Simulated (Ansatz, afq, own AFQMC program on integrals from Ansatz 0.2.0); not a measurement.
# Where AFQMC and coupled cluster stand for SiH$_{4}$Cl, doublet

| atom | x (Å) | y (Å) | z (Å) |
| --- | --- | --- | --- |
| Cl | -1.4861 | 0.0000 | 0.0000 |
| H | 0.0889 | 0.0000 | 0.0000 |
| Si | 1.6469 | 0.0000 | 0.0000 |
| H | 2.0969 | -1.4163 | 0.0000 |
| H | 2.0969 | 0.7081 | -1.2265 |
| H | 2.0969 | 0.7081 | 1.2265 |

Connectivity, by distances: Cl ··· SiH3, 1 bridging H.

Basis cc-pVTZ. Noble-gas cores (and the filled d shells of Ga–Kr and In–Xe) are frozen. Ansatz 0.2.0 and our own AFQMC program on the same integrals; the CISD trial comes from CCSD amplitudes, and released means the phaseless constraint is let go. Error bars are statistical, one sigma.

Determinant: UHF, the one that the program's search chose, which needn't be the lowest solution. The geometry is a point of a scan.

No full CI on the walks' own integrals is used here. The released AFQMC energy serves as the reference, which it does only where one determinant dominates, the energy is flat over the last release times and near the phaseless one (40 meV or 2 meV an electron, half that with transition metals). On small molecules, where full CI could be run and the noise was under 10 meV, such values lay within 10 meV of it in 19 cases of 20, a flattering rate, since the rule was set on those same cases; what remains of the bias isn't in the error bar.

Cautions: the released value is read at 1.50 1/Eh with a noise of 12 meV, more than in the cases checked (meV from the phaseless value at times in 1/Eh: 2 ± 8 at 0.24, -6 ± 6 at 0.51, -17 ± 9 at 0.99, -15 ± 12 at 1.50).

* T1 diagnostic: 0.0143
* weight of the determinant in the CISD state: 0.847
* ⟨S²⟩ of the determinant: 0.775
* size of the correlated space: 15 electrons in 114 orbitals

```csv
level,correlation energy (eV)
MP2,-8.8813
CCSD,-10.1748
CCSD(T),-10.5168
```

Estimate where phaseless AFQMC with a CISD trial lies against CCSD(T) on the same integrals.

1.50 ± 0.41 mEh below CCSD(T).

Reference: AFQMC with the constraint released, correlation energy -10.572 ± 0.012 eV.

| level | E − E(reference) (mEh) | share of correlation (%) |
| --- | --- | --- |
| CCSD(T) | 2.04 ± 0.46 | 99.48 |
| ph-AFQMC/HF | 0.80 ± 1.20 | 99.79 |
| ph-AFQMC/CISD | 0.54 ± 0.61 | 99.86 |

A walk keeps the symmetry of its determinant, which the program's search chose and which needn't be the lowest solution, so a lower state of the same spin and another symmetry isn't excluded. Released energies are given only where the last usable release times agree within the noise; a slower fall can still hide under it.
